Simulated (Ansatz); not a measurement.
Relative stability

The two ends of one reaction step of SiH6O2, closed shell (PBE0-D4/def2-TZVP).

A:

```csv
atom,x (Å),y (Å),z (Å)
Si1,-0.6247,0.4153,-0.0850
O2,1.6577,-1.2665,0.3611
H3,-0.4354,-0.4652,-1.2682
H4,-0.8947,-0.4062,1.1223
O5,-1.8850,1.4573,-0.3561
H6,2.2123,-0.8786,1.0424
H7,0.5366,1.3123,0.1108
H8,2.1848,-1.2399,-0.4412
H9,-2.7515,1.0716,-0.4861
```

B:

Si1  (-0.813, -0.441, -0.236)
O2  (0.814, -0.289, -0.130)
H3  (-1.204, -1.799, -0.711)
H4  (-1.293, -0.180, 1.135)
O5  (-1.444, 0.657, -1.284)
H6  (2.106, 0.876, 1.809)
H7  (2.487, 1.219, 2.353)
H8  (1.330, -0.368, -0.934)
H9  (-1.982, 0.324, -2.003)
(Å)

Ansatz 0.2.0; basis: def2-TZVPP; cores frozen in the correlated methods. B3LYP uses VWN-RPA correlation.

(1) Which structure is lower at CCSD(T), and by how much? (An estimate is asked for; the value comes from the calculation.)

No T1 diagnostic of these runs exceeds 0.011.

Results:

(1) The calculation gives: B, by 18.81 kcal/mol (electronic energy, against the other). By their contacts, A is a complex of SiH₄O ([OH][SiH3]) + H₂O and B is a complex of SiH₄O₂ ([OH][SiH2][OH]) + H₂.

All methods give the same order:

```
      method  E(B) − E(A) (kcal/mol)
       SPW92                  -16.95
      PBE-D4                  -17.61
     BLYP-D4                  -19.49
   r2SCAN-D4                  -19.77
      B97M-V                  -19.02
     PBE0-D4                  -17.65
    B3LYP-D4                  -19.30
  r2SCAN0-D4                  -19.35
    BHLYP-D4                  -19.37
CAM-B3LYP-D4                  -19.40
     wB97X-V                  -18.61
     wB97M-V                  -18.80
      B2PLYP                  -19.67
    PBE-QIDH                  -18.76
  RPA on PBE                  -18.21
          HF                  -19.56
         MP2                  -20.20
        CCSD                  -18.56
     CCSD(T)                  -18.81
```

Labels in which every atom is bracketed show which atoms are joined, not bond orders.

For scale, one of the runs: CCSD(T)/def2-TZVPP, 188 basis functions, launched by `ansatz run in.yaml --threads 2 --pin off --events-out ev --progress --plain --max-ram 4352MiB`. Time: 46 s of wall clock on 2 CPU threads; the host was shared. Peak host memory: 2 GiB.
